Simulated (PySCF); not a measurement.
# One shape, several levels: CHO2 (SMILES O=[C]O)

We compute a comparison of 6 runs (U-wB97X-V/STO-6G, UB2PLYP/STO-6G, USVWN5/STO-6G, UMP2/STO-6G, NEVPT2(3,3)/STO-6G, FCI/STO-6G) of CHO2. 

Program for the calculation: PySCF 2.14.0.

4 further runs of the same task are left out: 4 set aside as unsound or not needed.

**1. The system as given**

CHO2: 4 atoms, total charge 0, spin state doublet. SMILES: `O=[C]O`. The O3–H4 distance was set to 1.756 Å, away from the relaxed value. At this shape a bond of the SMILES string is far longer than usual.

Bond lengths: O1–C2 1.179 Å, C2–O3 1.316 Å. Angles: O1–C2–O3 130.9°.

**2. The energy at U-wB97X-V/STO-6G (run 1)**

Contents of input.py:

```python
from pyscf import gto, dft

mol = gto.M(
    atom=[
    ('O', (0.642282, -0.164018, 1.463305)),
    ('C', (1.075782, -0.793818, 0.566205)),
    ('O', (0.729482, -0.838618, -0.702495)),
    ('H', (-0.608300, 0.264800, -0.978800)),
],
    verbose=3,
    basis='sto-6g',
    spin=1,
    max_memory=1860,
)

mf = dft.UKS(mol)
mf.xc = 'wb97x-v'
mf.conv_tol = 1e-10
mf.grids.level = 5
mf.nlcgrids.level = 1
mf.kernel()
if not mf.converged:
    mf = mf.newton().run(mf.mo_coeff, mf.mo_occ)

energy = mf.e_tot
print(f'total energy: {energy:.8f} hartree')
```

Command:

```console
$ OMP_NUM_THREADS=1 python input.py
```

Output:

```text
WARN: HOMO -0.132903232858465 >= LUMO -0.132903232858466

converged SCF energy = -188.165631704573  <S^2> = 0.89139325  2S+1 = 2.1367201
total energy: -188.16563170 hartree
```

Run time: 27 s. Hardware: 1 thread of Arm Neoverse V1, shared host; peak memory 0.19 GiB.

**3. A single-point energy at UB2PLYP/STO-6G (run 2)**

Contents of mol.xyz:

```xyz
4

O      0.642282    -0.164018     1.463305
C      1.075782    -0.793818     0.566205
O      0.729482    -0.838618    -0.702495
H     -0.608300     0.264800    -0.978800
```

Contents of input.py:

```python
from pyscf import gto, dft, mp

molecule = gto.M(
    atom='mol.xyz',
    basis='sto-6g',
    verbose=4,
    spin=1,
    max_memory=1860,
)

myscf = dft.UKS(molecule)
myscf.xc = '0.53*HF + 0.47*B88, 0.73*LYP'
myscf.grids.level = 5
myscf.conv_tol = 1e-10
myscf.kernel()
if not myscf.converged:
    myscf = myscf.newton().run(myscf.mo_coeff, myscf.mo_occ)

pt = mp.MP2(myscf, frozen=3).run()
etot = myscf.e_tot + 0.27 * pt.e_corr
print('PT2 part  %.8f' % (0.27 * pt.e_corr))
print('E = %.10f Eh' % etot)
```

Command:

```console
$ OMP_NUM_THREADS=1 python input.py
```

Output:

```text
PySCF version 2.14.0

[INPUT] num. atoms = 4
[INPUT] num. electrons = 23
[INPUT] charge = 0
[INPUT] spin (= nelec alpha-beta = 2S) = 1
[INPUT] symmetry False subgroup None
[INPUT] Mole.unit = angstrom
[INPUT] Symbol           X                Y                Z      unit          X                Y                Z       unit  Magmom
[INPUT]  1 O      0.642282000000  -0.164018000000   1.463305000000 AA    1.213737074738  -0.309949099499   2.765245686707 Bohr   0.0
[INPUT]  2 C      1.075782000000  -0.793818000000   0.566205000000 AA    2.032933349737  -1.500098612750   1.069972380359 Bohr   0.0
[INPUT]  3 O      0.729482000000  -0.838618000000  -0.702495000000 AA    1.378521192800  -1.584758343131  -1.327523153876 Bohr   0.0
[INPUT]  4 H     -0.608300000000   0.264800000000  -0.978800000000 AA   -1.149520401573   0.500399477785  -1.849663930724 Bohr   0.0

nuclear repulsion = 60.9672364662115
number of shells = 10
number of NR pGTOs = 96
number of NR cGTOs = 16
basis = sto-6g
ecp = {}

[... 36 lines left out ...]
WARN: HOMO -0.130038980982629 >= LUMO -0.130038980982628
[... 66 lines left out ...]
converged SCF energy = -187.897860772303  <S^2> = 1.05194  2S+1 = 2.2820517
[... 1 line left out ...]
******** <class 'pyscf.mp.ump2.UMP2'> ********
nocc = (np.int64(9), np.int64(8)), nmo = (13, 13)
frozen orbitals 3
E(UMP2) = -188.159081639529  E_corr = -0.261220867226304
E(SCS-UMP2) = -188.147173789516  E_corr = -0.249313017213335
E_corr(same-spin) = -0.0740215655287271
E_corr(oppo-spin) = -0.187199301697577
PT2 part  -0.07052963
E = -187.9683904065 Eh
```

Run time: 6.9 s. Hardware: 1 thread of Arm Neoverse V1, shared host; peak memory 0.19 GiB.

**4. The energy at USVWN5/STO-6G (run 3)**

Contents of job.py:

```python
from pyscf import gto, dft

mol = gto.M(
    atom='''
O    0.642282  -0.164018   1.463305
C    1.075782  -0.793818   0.566205
O    0.729482  -0.838618  -0.702495
H   -0.608300   0.264800  -0.978800
''',
    verbose=4,
    charge=0,
    basis='sto-6g',
    spin=1,
    max_memory=1860,
)

myscf = dft.UKS(mol)
myscf.xc = 'svwn'
myscf.grids.level = 5
myscf.conv_tol = 1e-10
myscf.kernel()
if not myscf.converged:
    myscf = myscf.newton().run(myscf.mo_coeff, myscf.mo_occ)

etot = myscf.e_tot
print(f'total energy: {etot:.8f} hartree')
```

Command:

```console
$ OMP_NUM_THREADS=1 python job.py
```

Output:

```text
PySCF version 2.14.0

[INPUT] num. atoms = 4
[INPUT] num. electrons = 23
[INPUT] charge = 0
[INPUT] spin (= nelec alpha-beta = 2S) = 1
[INPUT] symmetry False subgroup None
[INPUT] Mole.unit = angstrom
[INPUT] Symbol           X                Y                Z      unit          X                Y                Z       unit  Magmom
[INPUT]  1 O      0.642282000000  -0.164018000000   1.463305000000 AA    1.213737074738  -0.309949099499   2.765245686707 Bohr   0.0
[INPUT]  2 C      1.075782000000  -0.793818000000   0.566205000000 AA    2.032933349737  -1.500098612750   1.069972380359 Bohr   0.0
[INPUT]  3 O      0.729482000000  -0.838618000000  -0.702495000000 AA    1.378521192800  -1.584758343131  -1.327523153876 Bohr   0.0
[INPUT]  4 H     -0.608300000000   0.264800000000  -0.978800000000 AA   -1.149520401573   0.500399477785  -1.849663930724 Bohr   0.0

nuclear repulsion = 60.9672364662115
number of shells = 10
number of NR pGTOs = 96
number of NR cGTOs = 16
basis = sto-6g
ecp = {}

[... 85 lines left out ...]
converged SCF energy = -186.775581843987  <S^2> = 0.77650627  2S+1 = 2.0263329
total energy: -186.77558184 hartree
```

Wall time 3.3 s (1 thread of Arm Neoverse V1, shared host); peak memory 0.14 GiB.

Runs 4 to 5 aren't shown in full; the table further down has their settings and results.

**5. The energy at FCI/STO-6G (run 6)**

Contents of job.py:

```python
from pyscf import gto, scf, mcscf

system = gto.M(
    atom=[
    ('O', (0.642282, -0.164018, 1.463305)),
    ('C', (1.075782, -0.793818, 0.566205)),
    ('O', (0.729482, -0.838618, -0.702495)),
    ('H', (-0.608300, 0.264800, -0.978800)),
],
    spin=1,
    verbose=3,
    basis='sto-6g',
    max_memory=1860,
)

myscf = scf.ROHF(system)
myscf.conv_tol = 1e-10
myscf.kernel()
if not myscf.converged:
    myscf = myscf.newton().run(myscf.mo_coeff, myscf.mo_occ)

cas = mcscf.CASCI(myscf, myscf.mo_coeff.shape[-1] - 3, (system.nelec[0] - 3, system.nelec[1] - 3))  # full CI above the frozen core
cas.fix_spin_(ss=0.75)
cas.kernel()
energy = cas.e_tot
print(f'total energy: {energy:.8f} hartree')
```

Command:

```console
$ OMP_NUM_THREADS=1 python job.py
```

Output:

```text
converged SCF energy = -187.247325613825
CASCI E = -187.496348348338  E(CI) = -69.6222615093792  S^2 = 0.7500000
total energy: -187.49634835 hartree
```

Run time: 49 s. Hardware: 1 thread of Arm Neoverse V1, shared host; peak memory 0.32 GiB.

**6. Overview of the runs**

| run | level | nlc grid | frozen core orbitals | energy (Eh) | dipole moment (D) of the reference | HOMO energy (eV) | LUMO energy (eV) | wall time |
| --- | --- | --- | --- | --- | --- | --- | --- | --- |
| 1 | U-wB97X-V/STO-6G | 1 | – | -188.165632 | 0.19 | -7.36 | 2.27 | 27 s |
| 2 | UB2PLYP/STO-6G | – | 3 | -187.968390 | 0.19 | -6.66 | 1.85 | 6.9 s |
| 3 | USVWN5/STO-6G | – | – | -186.775582 | 0.18 | -3.40 | -1.58 | 3.3 s |
| 4 | UMP2/STO-6G | – | 3 | -187.433840 | 0.57 | -9.45 | 5.83 | 0.99 s |
| 5 | NEVPT2(3,3)/STO-6G | – | – | -187.457527 | 1.14 | – | – | 1.5 s |
| 6 | FCI/STO-6G | – | 3 | -187.496348 | 1.14 | – | – | 49 s |

**7. Outcome**

| quantity | value |
| --- | --- |
| run 6: total energy | -187.49635 Eh |
| run 6: dipole moment (Hartree–Fock density) | 1.14 D |
| run 6: correlation energy (3 core orbitals frozen) | -249.0 mEh |

What this shows: Against full CI in this basis: UMP2 +62.5 mEh. Over runs 1, 2, 3 the dipole moment (its size) runs from 0.18 D (USVWN5/STO-6G) to 0.19 D (U-wB97X-V/STO-6G). The two dipoles point in opposite directions. Totals of different functionals can't be ranked against each other. In runs 1, 2, 3, 4, 5, 6 the basis is minimal, so the values are rough. Spin contamination of the reference: run 4 ⟨S²⟩ = 1.37, run 2 ⟨S²⟩ = 1.05, run 1 ⟨S²⟩ = 0.89. Where it is this large, the reference is a mixture of spin states, and values that rest on it are in doubt. All runs together took 89 s, the longest 49 s.
